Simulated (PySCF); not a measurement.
Molecular orbitals of P₂

CAM-B3LYP at R = 1.891 Å; basis P aug-cc-pV(D+d)Z; no relativity; PySCF 2.14. State: ¹Σg⁺ (singlet), closed shell. Only the outer orbitals are listed.

```csv
orbital,occ.,ε (eV),main shells (%)
σg,2,-20.87,"88 s, 11 p"
σu,2,-14.52,"87 s, 13 p"
σg,2,-9.70,"83 p, 16 s"
πu,2,-9.27,96 p
πu,2,-9.27,96 p
πg,0,-1.53,94 p
πg,0,-1.53,94 p
```

Which are the highest filled and the lowest empty level, where do they sit, and how wide is the gap?

Highest filled πu at -9.27 eV (in %: 96 p); lowest empty πg at -1.53 eV (in %: 94 p); the gap at CAM-B3LYP is 7.74 eV.

```json
{"bond order (Mayer)": "2.85", "⟨S²⟩": "0.000", "polarisability along the bond": "68.9 bohr³", "polarisability across the bond": "39.0 bohr³"}
```
